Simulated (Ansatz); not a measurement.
A made-up structure of C₂H₄B, doublet:

```
7
angstrom
B 0.3568 0.4360 -0.7308
C -0.8973 -0.1852 -0.3824
C 0.3210 -0.0939 0.6324
H -1.9148 -0.4552 -0.5065
H 1.2202 0.6150 -1.4689
H 0.0165 0.5476 1.4721
H 1.0675 -0.8223 0.9529
```

It is relaxed with PBE-D4/def2-SVP and then PBE0-D4/def2-TZVP (Ansatz 0.2.0). Atoms count as bonded within 1.22 times the sum of their covalent radii (H–H: 0.88 Å). The end point is not checked to be a true minimum.

Q: Does its bonding change? (Judge from chemistry; the calculation decides.)

A: By the calculation: No: no bond forms or breaks.

Where it ends: The first stage lowers the energy by 0.62 eV in 10 steps. It ends as C₂H₄B ([BH]1[CH][CH2]1):
```xyz
7
angstrom
B 0.4516 0.3390 -0.8362
C -0.7625 -0.2936 -0.3825
C 0.2141 -0.0616 0.6818
H -1.8385 -0.3763 -0.3752
H 1.2264 0.7526 -1.6266
H -0.0667 0.5208 1.5608
H 0.9453 -0.8390 0.9467
```

Labels in which every atom is bracketed show which atoms are joined, not bond orders.

For scale, one of the runs: PBE0-D4/def2-TZVP relaxation, 117 basis functions, launched by `ansatz run in.yaml --threads 2 --pin off --events-out ev --progress --plain --max-ram 4352MiB`. The run took about 19 s on 2 CPU threads of an Arm Neoverse V2 (shared host).
